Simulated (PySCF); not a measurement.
Compound: propanenitrile, C3H5N.
Structure used (GFN2-xTB), in Å, numbered top down from 1:
```xyz
9
C3H5N angstrom
C     -0.964   -0.296    0.085
C      0.297    0.466   -0.328
C      1.466   -0.097    0.300
N      2.385   -0.554    0.804
H     -1.101   -0.249    1.163
H     -0.891   -1.341   -0.208
H     -1.835    0.141   -0.397
H      0.223    1.517   -0.034
H      0.434    0.420   -1.412
```

The closed-shell ground state was solved at several levels (PySCF, density fitting, gas phase, non-relativistic).

```
          level  basis functions  total energy (Eh)  HOMO (eV)  LUMO (eV)  gap (eV)  dipole (D)
 PBE0/def2-SVPD              120          -171.7358      -9.41       0.27      9.68        4.09
B3LYP/def2-SVPD              120          -171.9490      -9.18      -0.05      9.13        4.08
  PBE0/pcSseg-1               93          -171.8356      -9.39       0.68     10.07        4.02
```

**Question.** Estimate the row for B3LYP/pcJ-1, a basis of 158 functions; the other rows only guide the guess.

**Answer.** Total energy -172.0799 Eh, HOMO -9.13 eV, LUMO 0.38 eV, gap 9.51 eV, dipole 4.00 D.

**Question.** Over all these levels, which gives the widest orbital gap and which the narrowest?

**Answer.** PBE0/pcSseg-1 (global hybrid, 25 % exact exchange) has the widest, 10.07 eV, and B3LYP/def2-SVPD (global hybrid, 20 % exact exchange) the narrowest, 9.13 eV. Functional and basis both differ between the two, so the spread mixes both effects.

**Question.** How far do the dipole and the HOMO energy spread over the levels?

**Answer.** The dipole runs from 4.00 to 4.09 D (mean 4.05 D) and the HOMO from -9.41 to -9.13 eV.
